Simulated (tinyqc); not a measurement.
CIS on RHF in the sto-6g basis, for HF, spin multiplicity 1, step by step. Computed by tinyqc, a small Python program that keeps every step (integrals from PySCF). Settings: charge = 0, multiplicity = 1, basis = sto-6g, method = RHF, energy threshold = 1e-10, iteration cap = 69, orthogonalisation = canonical, start = Wolfsberg-Helmholz matrix, DIIS depth = 6. Command: `OMP_NUM_THREADS=1 python tinyqc.py 25968 25969 out.jsonl` (the two numbers bound the seeds that draw the settings). One thread of a shared host (Intel(R) Xeon(R) Processor @ 2.60GHz), about 0.09 s of CPU time with the checks. The early iterations of the SCF are left out here.

## One-electron integrals

Geometry (angstrom):
```
atom         x         y         z
F     0.000000  0.000000  0.000000
H     0.000000  0.000000  1.134000
```

Basis sto-6g: exponents (1/bohr^2) and contraction coefficients of normalised primitives:
```
element  l (shell)     exponent  coefficient
F            s (1)  1728.626574     0.009164
F            s (1)   316.941790     0.049361
F            s (1)    88.668891     0.168538
F            s (1)    30.460157     0.370563
F            s (1)    11.828570     0.416492
F            s (1)     4.871659     0.130334
F            s (2)    67.032281    -0.013253
F            s (2)    13.267438    -0.046992
F            s (2)     4.123510    -0.033785
F            s (2)     1.586463     0.250242
F            s (2)     0.689002     0.595117
F            s (2)     0.315820     0.240706
F            p (3)    67.032281     0.003760
F            p (3)    13.267438     0.037679
F            p (3)     4.123510     0.173897
F            p (3)     1.586463     0.418036
F            p (3)     0.689002     0.425860
F            p (3)     0.315820     0.101708
H            s (1)    35.523221     0.009164
H            s (1)     6.513144     0.049361
H            s (1)     1.822143     0.168538
H            s (1)     0.625955     0.370563
H            s (1)     0.243077     0.416492
H            s (1)     0.100112     0.130334
```

Overlap, kinetic and nuclear-attraction integrals over the contracted functions; the nuclear repulsion is the sum of Za Zb / Rab.

nuclear repulsion = 4.19981913 hartree

overlap S:
```
           1F 1s     1F 2s    1F 2px    1F 2py    1F 2pz     2H 1s
1F 1s   1.000000  0.232479  0.000000  0.000000  0.000000  0.030672
1F 2s   0.232479  1.000000  0.000000  0.000000  0.000000  0.320778
1F 2px  0.000000  0.000000  1.000000  0.000000  0.000000  0.000000
1F 2py  0.000000  0.000000  0.000000  1.000000  0.000000  0.000000
1F 2pz  0.000000  0.000000  0.000000  0.000000  1.000000  0.269387
2H 1s   0.030672  0.320778  0.000000  0.000000  0.269387  1.000000
```

kinetic energy T (hartree):
```
            1F 1s      1F 2s    1F 2px    1F 2py    1F 2pz      2H 1s
1F 1s   37.397730  -1.143349  0.000000  0.000000  0.000000  -0.005323
1F 2s   -1.143349   1.082297  0.000000  0.000000  0.000000   0.040648
1F 2px   0.000000   0.000000  3.251325  0.000000  0.000000   0.000000
1F 2py   0.000000   0.000000  0.000000  3.251325  0.000000   0.000000
1F 2pz   0.000000   0.000000  0.000000  0.000000  3.251325   0.130030
2H 1s   -0.005323   0.040648  0.000000  0.000000  0.130030   0.768522
```

nuclear attraction V (hartree):
```
             1F 1s       1F 2s      1F 2px      1F 2py      1F 2pz      2H 1s
1F 1s   -78.289098   -7.974196    0.000000    0.000000   -0.010414  -1.205260
1F 2s    -7.974196  -11.941300    0.000000    0.000000   -0.121881  -2.788887
1F 2px    0.000000    0.000000  -11.918177    0.000000    0.000000   0.000000
1F 2py    0.000000    0.000000    0.000000  -11.918177    0.000000   0.000000
1F 2pz   -0.010414   -0.121881    0.000000    0.000000  -11.986026  -2.046702
2H 1s    -1.205260   -2.788887    0.000000    0.000000   -2.046702  -5.363818
```

core Hamiltonian H = T + V (hartree):
```
             1F 1s       1F 2s     1F 2px     1F 2py     1F 2pz      2H 1s
1F 1s   -40.891369   -9.117545   0.000000   0.000000  -0.010414  -1.210583
1F 2s    -9.117545  -10.859003   0.000000   0.000000  -0.121881  -2.748238
1F 2px    0.000000    0.000000  -8.666851   0.000000   0.000000   0.000000
1F 2py    0.000000    0.000000   0.000000  -8.666851   0.000000   0.000000
1F 2pz   -0.010414   -0.121881   0.000000   0.000000  -8.734700  -1.916672
2H 1s    -1.210583   -2.748238   0.000000   0.000000  -1.916672  -4.595296
```

## Two-electron integrals

Functions are numbered as in S; the eight-fold symmetry (ij|kl) = (ji|kl) = (kl|ij) leaves the list below.

Two-electron integrals (ij|kl) in chemists' order, unique and non-zero (hartree):
```
(11|11) 5.406240   (21|11) 0.768129   (21|21) 0.138909   (22|11) 1.266271
(22|21) 0.283987   (22|22) 0.926367   (31|31) 0.029452   (32|31) 0.044681
(32|32) 0.204753   (33|11) 1.266273   (33|21) 0.283987   (33|22) 0.926366
(33|33) 0.998085   (41|41) 0.029452   (42|41) 0.044681   (42|42) 0.204753
(43|43) 0.053789   (44|11) 1.266273   (44|21) 0.283987   (44|22) 0.926366
(44|33) 0.890506   (44|44) 0.998085   (51|51) 0.029452   (52|51) 0.044681
(52|52) 0.204753   (53|53) 0.053789   (54|54) 0.053789   (55|11) 1.266273
(55|21) 0.283987   (55|22) 0.926366   (55|33) 0.890506   (55|44) 0.890506
(55|55) 0.998085   (61|11) 0.107877   (61|21) 0.018709   (61|22) 0.037443
(61|33) 0.037380   (61|44) 0.037380   (61|51) 0.000815   (61|52) 0.001596
(61|55) 0.037569   (61|61) 0.002562   (62|11) 0.282741   (62|21) 0.064409
(62|22) 0.235602   (62|33) 0.232229   (62|44) 0.232229   (62|51) 0.004682
(62|52) 0.035828   (62|55) 0.242346   (62|61) 0.008685   (62|62) 0.075385
(63|31) 0.007024   (63|32) 0.040663   (63|53) 0.007424   (63|63) 0.010842
(64|41) 0.007024   (64|42) 0.040663   (64|54) 0.007424   (64|64) 0.010842
(65|11) 0.197041   (65|21) 0.045505   (65|22) 0.177898   (65|33) 0.170496
(65|44) 0.170496   (65|51) 0.009866   (65|52) 0.065860   (65|55) 0.192701
(65|61) 0.006391   (65|62) 0.069865   (65|65) 0.075008   (66|11) 0.457995
(66|21) 0.106289   (66|22) 0.447824   (66|33) 0.433446   (66|44) 0.433446
(66|51) 0.009257   (66|52) 0.099822   (66|55) 0.476581   (66|61) 0.014421
(66|62) 0.189373   (66|65) 0.203311   (66|66) 0.774999
```

## Orthogonalisation

S = U s U^T; canonical form X = U s^(-1/2), so that X^T S X = 1. Each column of U has its largest component positive (the first on a tie).

eigenvalues of S: 0.552002  0.851388  1.000000  1.000000  1.124882  1.471729

X:
```
                1          2          3         4          5         6
1F 1s    0.360316   0.726018   0.000000  0.000000  -0.571490  0.276085
1F 2s   -0.808948  -0.420383   0.000000  0.000000  -0.343967  0.491289
1F 2px   0.000000   0.000000   0.999621  0.027523   0.000000  0.000000
1F 2py   0.000000   0.000000  -0.027523  0.999621   0.000000  0.000000
1F 2pz  -0.522326   0.600746   0.000000  0.000000   0.604580  0.298318
2H 1s    0.868642  -0.331412   0.000000  0.000000   0.280269  0.522390
```

Within a degenerate level the vectors are fixed only up to a rotation; this is one choice.

## Iteration 7 (converged): orbitals

converged F (hartree):
```
             1F 1s      1F 2s     1F 2px     1F 2py     1F 2pz      2H 1s
1F 1s   -26.253157  -6.370986   0.000000   0.000000  -0.017145  -0.848669
1F 2s    -6.370986  -2.893982   0.000000   0.000000  -0.041531  -0.775066
1F 2px    0.000000   0.000000  -0.471281   0.000000   0.000000   0.000000
1F 2py    0.000000   0.000000   0.000000  -0.471281   0.000000   0.000000
1F 2pz   -0.017145  -0.041531   0.000000   0.000000  -0.263406  -0.476171
2H 1s    -0.848669  -0.775066   0.000000   0.000000  -0.476171  -0.366171
```

Diagonalise F' = X^T F X, C = X C', fill 5 alpha and 5 beta electrons from the bottom; D = 2 C_occ C_occ^T. Each column has its largest component positive (the first on a tie).

F' = X^T F X (hartree):
```
           1           2          3          4           5          6
1  -0.974899   -3.632726   0.000000   0.000000    3.005543  -1.630125
2  -3.632726  -10.207809   0.000000   0.000000   10.175311  -6.245150
3   0.000000    0.000000  -0.471281   0.000000    0.000000   0.000000
4   0.000000    0.000000   0.000000  -0.471281    0.000000   0.000000
5   3.005543   10.175311   0.000000   0.000000  -11.257441   6.945951
6  -1.630125   -6.245150   0.000000   0.000000    6.945951  -5.357289
```

orbital energies (hartree): MO1 -26.256328, MO2 -1.439977, MO3 -0.525807, MO4 -0.471281, MO5 -0.471281, MO6 0.424673

coefficients C:
```
              MO1        MO2        MO3       MO4        MO5        MO6
1F 1s    0.997186  -0.243109   0.054781  0.000000   0.000000   0.057193
1F 2s    0.012126   0.984805  -0.304222  0.000000   0.000000  -0.358133
1F 2px   0.000000   0.000000   0.000000  0.995447  -0.095317   0.000000
1F 2py   0.000000   0.000000   0.000000  0.095317   0.995447   0.000000
1F 2pz   0.001243   0.039343   0.690152  0.000000   0.000000  -0.781263
2H 1s   -0.002229   0.108292   0.576315  0.000000   0.000000   0.933779
```

D after iteration 7:
```
            1F 1s      1F 2s    1F 2px    1F 2py     1F 2pz      2H 1s
1F 1s    2.112964  -0.487977  0.000000  0.000000   0.058964   0.006043
1F 2s   -0.487977   2.125077  0.000000  0.000000  -0.342398  -0.137416
1F 2px   0.000000   0.000000  2.000000  0.000000   0.000000   0.000000
1F 2py   0.000000   0.000000  0.000000  2.000000   0.000000   0.000000
1F 2pz   0.058964  -0.342398  0.000000  0.000000   0.955718   0.804005
2H 1s    0.006043  -0.137416  0.000000  0.000000   0.804005   0.687741
```

Within a degenerate level the vectors are fixed only up to a rotation; this is one choice.

## Convergence

Stop when the energy changes by less than 1e-10 hartree and every element of the error matrix X^T (F D S - S D F) X is below 3e-06.

Course of the cycle:
```
iteration   E (hartree)     change  largest element of the error matrix
1          -99.16245435          -                             6.47e-01
2          -99.45931186  -2.97e-01                             1.29e-01
3          -99.47203188  -1.27e-02                             1.76e-02
4          -99.47222010  -1.88e-04                             2.06e-03
5          -99.47222236  -2.26e-06                             1.01e-05
6          -99.47222236  -1.20e-10                             1.60e-07
7          -99.47222236  -1.42e-14                             8.15e-08
```

PySCF RHF in the same basis = -99.47222236 hartree

Converged in 7 iterations.

## Integrals over molecular orbitals

(pq|rs) = sum C_ip C_jq C_kr C_ls (ij|kl), one index at a time.

one-electron integrals over orbitals h = C^T H C (hartree):
```
            1          2          3          4          5          6
1  -40.878154   0.727555  -0.158598   0.000000   0.000000  -0.173762
2    0.727555  -9.197936   0.534590   0.000000   0.000000   0.926756
3   -0.158598   0.534590  -7.097576   0.000000   0.000000   2.138086
4    0.000000   0.000000   0.000000  -8.666851   0.000000   0.000000
5    0.000000   0.000000   0.000000   0.000000  -8.666851   0.000000
6   -0.173762   0.926756   2.138086   0.000000   0.000000  -6.053209
```

Two-electron integrals over orbitals (pq|rs), unique and non-zero (hartree):
```
(11|11) 5.382054    (21|11) -0.530062   (21|21) 0.084172    (22|11) 1.242926
(22|21) -0.023442   (22|22) 0.870128    (31|11) 0.122227    (31|21) -0.018611
(31|22) 0.008554    (31|31) 0.019694    (32|11) -0.134098   (32|21) 0.006554
(32|22) -0.041417   (32|31) 0.020692    (32|32) 0.143851    (33|11) 0.927290
(33|21) -0.008768   (33|22) 0.716973    (33|31) -0.003243   (33|32) -0.023909
(33|33) 0.705523    (41|41) 0.030364    (42|41) 0.039779    (42|42) 0.187500
(43|41) -0.008298   (43|42) -0.032364   (43|43) 0.038862    (44|11) 1.265984
(44|21) -0.014067   (44|22) 0.892764    (44|31) 0.003116    (44|32) -0.071102
(44|33) 0.704747    (44|44) 0.998085    (51|51) 0.030364    (52|51) 0.039779
(52|52) 0.187500    (53|51) -0.008298   (53|52) -0.032364   (53|53) 0.038862
(54|54) 0.053789    (55|11) 1.265984    (55|21) -0.014067   (55|22) 0.892764
(55|31) 0.003116    (55|32) -0.071102   (55|33) 0.704747    (55|44) 0.890506
(55|55) 0.998085    (61|11) 0.130760    (61|21) -0.021932   (61|22) 0.002629
(61|31) -0.011313   (61|32) -0.023993   (61|33) 0.007524    (61|44) 0.003317
(61|55) 0.003317    (61|61) 0.022498    (62|11) -0.188373   (62|21) 0.005068
(62|22) -0.101293   (62|31) -0.020116   (62|32) -0.068366   (62|33) -0.026823
(62|44) -0.099014   (62|55) -0.099014   (62|61) 0.017926    (62|62) 0.092067
(63|11) -0.401030   (63|21) 0.006281    (63|22) -0.216111   (63|31) 0.001818
(63|32) 0.086677    (63|33) -0.103519   (63|44) -0.230158   (63|55) -0.230158
(63|61) -0.005016   (63|62) 0.043857    (63|63) 0.214219    (64|41) -0.008156
(64|42) -0.032865   (64|43) -0.020333   (64|64) 0.029534    (65|51) -0.008156
(65|52) -0.032865   (65|53) -0.020333   (65|65) 0.029534    (66|11) 0.855630
(66|21) -0.008734   (66|22) 0.652691    (66|31) 0.011912    (66|32) 0.054544
(66|33) 0.659126    (66|44) 0.632710    (66|55) 0.632710    (66|61) -0.008146
(66|62) -0.059121   (66|63) -0.019895   (66|66) 0.692264
```

## CIS matrix, singlets

A(ia,jb) = (e_a - e_i) d_ij d_ab + 2 (ia|jb) - (ij|ab).

CIS matrix A, singlet (hartree):
```
           1>6       2>6        3>6       4>6       5>6
1>6  25.870365  0.044586  -0.021944  0.000000  0.000000
2>6   0.044586  1.396092   0.033171  0.000000  0.000000
3>6  -0.021944  0.033171   0.719792  0.000000  0.000000
4>6   0.000000  0.000000   0.000000  0.322312  0.000000
5>6   0.000000  0.000000   0.000000  0.000000  0.322312
```

## CIS singlet states

dipole integrals <i|r|a> (bohr):
```
             x          y          z
1>6   0.000000   0.000000  -0.041220
2>6   0.000000   0.000000  -0.014825
3>6   0.000000   0.000000   1.104265
4>6  -0.018781  -0.001798   0.000000
5>6   0.001798  -0.018781   0.000000
```

Diagonalise A (1 hartree = 27.211386 eV); each vector has its largest component positive (the first on a tie). The transition dipole is mu = sqrt2 sum c_ia <i|r|a>.

singlet excitation energies (eV): 8.770567  8.770567  19.541738  38.031676  703.971230

lowest vectors:
```
       state 1   state 2    state 3    state 4    state 5
1>6   0.000000  0.000000   0.000958  -0.001776   0.999998
2>6   0.000000  0.000000  -0.048932   0.998800   0.001821
3>6   0.000000  0.000000   0.998802   0.048934  -0.000870
4>6  -0.050079  0.998745   0.000000   0.000000   0.000000
5>6   0.998745  0.050079   0.000000   0.000000   0.000000
```

oscillator strengths 2/3 w |mu|^2: 0.000153  0.000153  1.166262  0.002879  0.061451

Within a degenerate level the vectors are fixed only up to a rotation; this is one choice.

## CIS matrix, triplets

A(ia,jb) = (e_a - e_i) d_ij d_ab - (ij|ab).

CIS matrix A, triplet (hartree):
```
           1>6        2>6        3>6       4>6       5>6
1>6  25.825370   0.008734  -0.011912  0.000000  0.000000
2>6   0.008734   1.211959  -0.054544  0.000000  0.000000
3>6  -0.011912  -0.054544   0.291354  0.000000  0.000000
4>6   0.000000   0.000000   0.000000  0.263244  0.000000
5>6   0.000000   0.000000   0.000000  0.000000  0.263244
```

## CIS triplet states

Diagonalise A (1 hartree = 27.211386 eV); each vector has its largest component positive (the first on a tie).

triplet excitation energies (eV): 7.163226  7.163226  7.840373  33.066607  702.744350

lowest vectors:
```
       state 1   state 2   state 3    state 4    state 5
1>6   0.000000  0.000000  0.000445  -0.000383   1.000000
2>6   0.000000  0.000000  0.058935   0.998262   0.000356
3>6   0.000000  0.000000  0.998262  -0.058934  -0.000467
4>6  -0.106987  0.994260  0.000000   0.000000   0.000000
5>6   0.994260  0.106987  0.000000   0.000000   0.000000
```

Within a degenerate level the vectors are fixed only up to a rotation; this is one choice.
